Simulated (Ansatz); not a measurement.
A first try at a ladder of basis sets of C2H5O (charge -1), SMILES CC[O-], using the Ansatz DFT code, driven from Python.

`basis.py`
```python
"""Basis-set convergence for C2H5O(-)."""

import ansatz as az

geometry = (
    az.Crystal.molecule()
    .atom("C", (-0.44628, 0.59423, -0.26352))
    .atom("C", (0.47767, -0.57066, 0.26765))
    .atom("O", (1.69533, -0.24288, 0.56306))
    .atom("H", (-1.4547, 0.23095, -0.48215))
    .atom("H", (-0.01556, 1.01644, -1.17093))
    .atom("H", (-0.50647, 1.3828, 0.48608))
    .atom("H", (0.3806, -1.39074, -0.5495))
    .atom("H", (-0.13058, -1.02016, 1.1493))
)

base = geometry.calculation().correlation("mp2").charge(0.5)

energies = {}
for basis in ["cc-pVDZ", "cc-pVTZ"]:
    data = base.basis(gaussian=basis).run().report
    size = data["n_frozen"] + data["n_occupied"][0] + data["n_virtual"][0]
    energies[basis] = (data["reference_energy_ev"] / 27.211386246, data["free_energy_ev"] / 27.211386246)
    print(f"{basis:14s} {size:4d} orbitals  reference {energies[basis][0]:14.6f} Ha  total {energies[basis][1]:14.6f} Ha")

# correlation energy at the basis limit from E(X) = E + A / X^3
small, large = (energies[b][1] - energies[b][0] for b in ("cc-pVDZ", "cc-pVTZ"))
limit = (3 ** 3 * large - 2 ** 3 * small) / (3 ** 3 - 2 ** 3)
print(f"correlation energy: {small:.6f} and {large:.6f} Ha, extrapolated {limit:.6f} Ha")
print(f"share caught by the larger set: {100 * large / limit:.1f} %")
```

```console
$ python basis.py
Traceback (most recent call last):
  File "basis.py", line 21, in <module>
    data = base.basis(gaussian=basis).run().report
           ~~~~~~~~~~~~~~~~~~~~~~~~~~~~~~^^
  ...
ansatz.RefusalError: invalid value for `total_charge`: a molecule in open space takes a whole number
$ echo $?
1
```
(Library frames cut from the traceback.)

Find the fault and give the corrected script.

The fault: a molecule's charge must be whole. The correction:

```diff
--- before
+++ after
@@ -16,3 +16,3 @@
 
-base = geometry.calculation().correlation("mp2").charge(0.5)
+base = geometry.calculation().correlation("mp2").charge(-1)
```

The mended script runs so:

```console
$ python basis.py
cc-pVDZ          67 orbitals  reference    -153.441397 Ha  total    -153.929267 Ha
cc-pVTZ         160 orbitals  reference    -153.499793 Ha  total    -154.114051 Ha
correlation energy: -0.487871 and -0.614259 Ha, extrapolated -0.667474 Ha
share caught by the larger set: 92.0 %
```

Notes:
- The drop along the ladder measures the basis error, and is no property of the molecule.
- The geometry is a force-field or estimated start, not a minimum of this method, and the last set is no limit. Much of the fall in a total is atomic energy, which cancels in bond and reaction energies.
- Inner cores stay frozen, so this is valence correlation.
- An extrapolation from small basis sets is rough.
- Anions want diffuse functions, which this basis lacks.
- It ran for 3.4 s on 1 thread of Arm Neoverse V1 (shared host), peak memory 0.3 GiB.
